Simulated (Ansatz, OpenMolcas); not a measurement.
HNO2 (SMILES O=NO): the vertical ionisation energy from total energies

HNO2: 4 atoms, total charge 0, spin state singlet. As SMILES, `O=NO`. Geometry: relaxed at PBE0-D4/def2-TZVP.

```xyz
4

O     0.4137    0.0472    1.4373
N     0.3201   -0.4194    0.3774
O    -0.3626    0.4347   -0.4926
H    -0.3711   -0.0625   -1.3220
```

Both states at this one shape; open shells run unrestricted unless said. 1 Eh = 27.2114 eV.

| level | program | singlet HNO2 (Eh) | doublet [HNO2]+ (Eh) |
| --- | --- | --- | --- |
| PBE/STO-3G | Ansatz | -202.680946 | -202.380710 |
| B3LYP/STO-3G | Ansatz | -202.863611 | -202.550350 |
| B3LYP/6-31G* (spherical functions) | OpenMolcas | -205.689353 | -205.285213 |
| M06-2X/def2-TZVP | OpenMolcas | -205.709386 | -205.292055 |

**Question.** Work out the vertical ionisation energy at each level.

**Answer.** 
1. PBE/STO-3G: -202.380710 − (-202.680946) = 0.300236 Eh = 8.17 eV.
2. B3LYP/STO-3G: -202.550350 − (-202.863611) = 0.313261 Eh = 8.52 eV.
3. B3LYP/6-31G* (spherical functions): -205.285213 − (-205.689353) = 0.404140 Eh = 11.00 eV.
4. M06-2X/def2-TZVP: -205.292055 − (-205.709386) = 0.417331 Eh = 11.36 eV.

No measured value is set beside it here; the levels span 8.17 to 11.36 eV. Minimal sets are far from the basis-set limit.
